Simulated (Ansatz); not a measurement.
**C3H7O radical: one species, many methods**

The task here is to estimate one member of a computed series from the others.

Program: Ansatz 0.2.0, Gaussian basis. Level of theory: functionals in def2-TZVPP, the program's frozen cores in correlated methods. These are calculated values, not measurements.

The runs, in order: LDA (SPW92), PBE-D4, revPBE-D4, BLYP-D4, r2SCAN-D4, B97M-V, PBE0-D4, B3LYP-D4, r2SCANh-D4, r2SCAN0-D4, HSE06-D4, BHLYP-D4, CAM-B3LYP-D4, LC-ωPBE, ωB97X-V, ωB97M-V, B2PLYP, PBE-QIDH; CCSD(T)/def2-SVP; CCSD(T)/def2-TZVPP; MP2/def2-QZVPP; extrapolation to the limit; RPA on PBE.

## Structure used throughout

An earlier PBE0-D4 in a triple-zeta def2 set relaxation fixed the geometry.

SMILES `[CH2]COC`, 11 atoms, charge 0, spin multiplicity 2.

Atoms are counted from 1 here; the program's logs count them from 0.

Bond lengths: C1–C2 1.472 Å, C1–H5 1.081 Å, C1–H6 1.081 Å, C2–O3 1.402 Å, C2–H7 1.106 Å, C2–H8 1.109 Å, O3–C4 1.399 Å, C4–H9 1.090 Å, C4–H10 1.099 Å, C4–H11 1.100 Å. Angles: C2–C1–H5 119.8°, C2–C1–H6 120.1°, H5–C1–H6 119.8°, C1–C2–O3 110.0°, C1–C2–H7 110.7°, C1–C2–H8 110.7°, O3–C2–H7 110.3°, O3–C2–H8 109.7°, H7–C2–H8 105.3°, C2–O3–C4 112.3°, O3–C4–H9 107.6°, O3–C4–H10 111.6°, O3–C4–H11 111.6°, H9–C4–H10 108.9°, H9–C4–H11 108.9°, H10–C4–H11 108.2°.

Set-up of the first run:

in.yaml

```yaml
crystal:
  periodic: [false, false, false]
  atoms:
    - {symbol: C, position_ang: [-1.194898, 1.366237, -0.679061]}
    - {symbol: C, position_ang: [-0.475777, 0.412187, 0.181028]}
    - {symbol: O, position_ang: [0.508707, -0.255881, -0.561398]}
    - {symbol: C, position_ang: [1.204946, -1.196778, 0.205018]}
    - {symbol: H, position_ang: [-1.070585, 1.322811, -1.752052]}
    - {symbol: H, position_ang: [-1.911427, 2.052065, -0.248212]}
    - {symbol: H, position_ang: [-0.019109, 0.932247, 1.044168]}
    - {symbol: H, position_ang: [-1.178100, -0.325105, 0.621114]}
    - {symbol: H, position_ang: [1.943161, -1.668802, -0.443462]}
    - {symbol: H, position_ang: [1.724981, -0.724748, 1.050942]}
    - {symbol: H, position_ang: [0.533301, -1.971234, 0.602618]}
basis:
  gaussian: {orbitals: def2-TZVPP}
magnetization: {spin_polarized: true, initial_magnetization: 1}
hamiltonian: {xc: lda}
output: {orbitals: {seedname: orbitals}}
```

Run with:

```console
ansatz run in.yaml --threads 2 --pin off --events-out ev --progress --plain --max-ram 32768MiB --backend cpu
```

Steps of the session up to this table: LDA; PBE-D4 (GGA); revPBE-D4 (GGA); BLYP-D4 (GGA); r2SCAN-D4 (meta-GGA); B97M-V (meta-GGA); B3LYP-D4 (hybrid); r2SCANh-D4 (hybrid); r2SCAN0-D4 (hybrid); HSE06-D4 (hybrid); BHLYP-D4 (hybrid); CAM-B3LYP-D4 (range-separated); LC-ωPBE (range-separated); ωB97X-V (range-separated); ωB97M-V (range-separated); B2PLYP (double hybrid); PBE-QIDH (double hybrid).

One of the session's tables, all rows but one given; the rest of the session is left out.

It belongs to the step «Frontier levels by functional». 

| functional | HOMO (eV) | gap (eV) |
| --- | --- | --- |
| LDA (SPW92) | -4.59 | 1.53 |
| PBE-D4 | -4.65 | 2.17 |
| revPBE-D4 | -4.62 | 2.30 |
| BLYP-D4 | -4.47 | 1.96 |
| r2SCAN-D4 | -5.09 | 3.38 |
| B97M-V | -4.89 | 2.72 |
| PBE0-D4 | -6.03 | 4.85 |
| B3LYP-D4 | -5.72 | 4.04 |
| r2SCANh-D4 | -5.60 | 4.31 |
| r2SCAN0-D4 | -6.37 | 5.71 |
| HSE06-D4 | -5.62 | 4.05 |
| BHLYP-D4 | -7.24 | 7.18 |
| CAM-B3LYP-D4 | -7.38 | 7.19 |
| LC-ωPBE | -8.89 | 10.29 |
| ωB97X-V | ? | ? |
| ωB97M-V | -8.11 | 8.77 |

Estimate the missing values for ωB97X-V.

The run gave: HOMO (eV): -8.30; gap (eV): 9.13. In the column «HOMO (eV)» it lies between LC-ωPBE (-8.89) and ωB97M-V (-8.11).
